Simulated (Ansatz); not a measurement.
Compare A (`C/N=C/Cl`) with its isomer B (`CC(=N)Cl`).

Calculated with Ansatz (gas phase, PBE0-D4/def2-TZVP geometries, no zero-point term in ΔE). CBS: MP2 limit from def2 TZ/QZ plus the TZ coupled-cluster correction, frozen cores. DFT in def2-TZVPP. B3LYP here is the variant with VWN-RPA as its local correlation; programs differ in this. Each species was taken in one conformer, which may not be the lowest.

**Question.** Which is lower in electronic energy at CCSD(T)/CBS, and by how much? (Estimate.)

**Answer.** The calculation gave: B, by 56.4 kJ/mol.

**Question.** Give E(B) − E(A) in kJ/mol with CCSD/def2-TZVPP, ωB97M-V, CCSD(T)/def2-SVP, CCSD(T)/def2-TZVPP, B3LYP-D4, B2PLYP, B3LYP. (Best estimate.)

**Answer.** The calculation gave: CCSD/def2-TZVPP -53.8, ωB97M-V -56.0, CCSD(T)/def2-SVP -54.0, CCSD(T)/def2-TZVPP -54.9, B3LYP-D4 -53.5, B2PLYP -53.8, B3LYP -51.5. None reverses the order clearly.

**Question.** Does the order hold for the free energy at 298.15 K (harmonic terms from PBE0-D4)? (Best estimate.)

**Answer.** Computed: Yes: G(B) − G(A) = -55.3 kJ/mol, for one conformer each.

Largest T1 diagnostic: 0.012.

Leaving LDA and LC-ωPBE aside and taking each functional with its dispersion term where it has one, the values, not all of them listed here, spread over 6.8 kJ/mol, from r2SCAN-D4 to CAM-B3LYP-D4. In def2-TZVPP, CCSD(T) changes the Hartree–Fock value by −4.3 kJ/mol (the triples alone add −1.1 kJ/mol) and MP2 by −6.8 kJ/mol.
